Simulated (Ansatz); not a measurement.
**One arrangement of a pair**

The pair of HF (SMILES F, atoms 1–2) and CH3F (SMILES CF, atoms 3–7), both closed shells, in one local arrangement (a lower one may exist), relaxed at PBE0-D4/def2-TZVP:

```xyz
7
angstrom
F -0.3604 -0.2534 -2.3784
H 0.1593 0.1162 -1.7007
C -0.0020 -0.0029 0.8695
F 0.7799 0.5597 -0.1394
H 0.6270 -0.6785 1.4487
H -0.8248 -0.5462 0.4045
H -0.3790 0.8053 1.4958
```

Computed with Ansatz 0.2.0 (basis: def2-TZVPPD, with def2-QZVPPD for the basis limit); correlated methods freeze the cores. B3LYP uses VWN-RPA correlation. Extrapolation: Hartree–Fock as exp(−7.88 √X), correlation as X^−2.97. Interaction energies count from these two fragments, frozen as in the pair, with the counterpoise correction; negative means bound.

Question: What is the interaction energy by CCSD(T) at an estimated basis limit (MP2 extrapolated from triple and quadruple zeta, plus CCSD(T) − MP2 in triple zeta)? (To be estimated.)

Answer: Computed: -5.89 kcal/mol. Hartree–Fock alone gives -4.63 kcal/mol at the basis limit. It counts from the two fragments frozen as in the pair.

The same quantity by other methods in triple zeta, and each one's difference from that estimate:
```json
{"method": "PBE-D4", "E_int (kcal/mol)": "-5.82", "difference": "0.07"}
{"method": "revPBE-D4", "E_int (kcal/mol)": "-4.65", "difference": "1.24"}
{"method": "BLYP-D4", "E_int (kcal/mol)": "-5.39", "difference": "0.49"}
{"method": "r2SCAN-D4", "E_int (kcal/mol)": "-6.27", "difference": "-0.39"}
{"method": "B97M-V", "E_int (kcal/mol)": "-5.93", "difference": "-0.04"}
{"method": "PBE0-D4", "E_int (kcal/mol)": "-5.95", "difference": "-0.07"}
{"method": "B3LYP-D4", "E_int (kcal/mol)": "-5.90", "difference": "-0.01"}
{"method": "HSE06-D4", "E_int (kcal/mol)": "-5.93", "difference": "-0.04"}
{"method": "wB97X-V", "E_int (kcal/mol)": "-5.89", "difference": "0.00"}
{"method": "wB97M-V", "E_int (kcal/mol)": "-5.87", "difference": "0.01"}
{"method": "B2PLYP", "E_int (kcal/mol)": "-5.49", "difference": "0.39"}
{"method": "HF", "E_int (kcal/mol)": "-4.60", "difference": "1.29"}
{"method": "MP2", "E_int (kcal/mol)": "-5.29", "difference": "0.59"}
{"method": "CCSD", "E_int (kcal/mol)": "-5.19", "difference": "0.70"}
{"method": "CCSD(T)", "E_int (kcal/mol)": "-5.37", "difference": "0.51"}
```
Differences are method less estimate.

Question: Which atoms make the shortest contact between the fragments?

Answer: H2 and F4, 1.74 Å apart.

Basis-set superposition shift (counterpoise-corrected less uncorrected): CCSD(T) 0.61; MP2 0.59; HF 0.05; PBE0-D4 0.05; wB97M-V 0.06 kcal/mol.

No T1 diagnostic of these runs exceeds 0.011.

For scale, one of the runs: CCSD(T)/def2-TZVPPD, 185 basis functions, launched by `ansatz run in.yaml --threads 2 --pin off --events-out ev --progress --plain --max-ram 5222MiB`. Hardware: 2 CPU threads of an Arm Neoverse V2, shared host. Wall time 49 s; peak host memory 2 GiB.
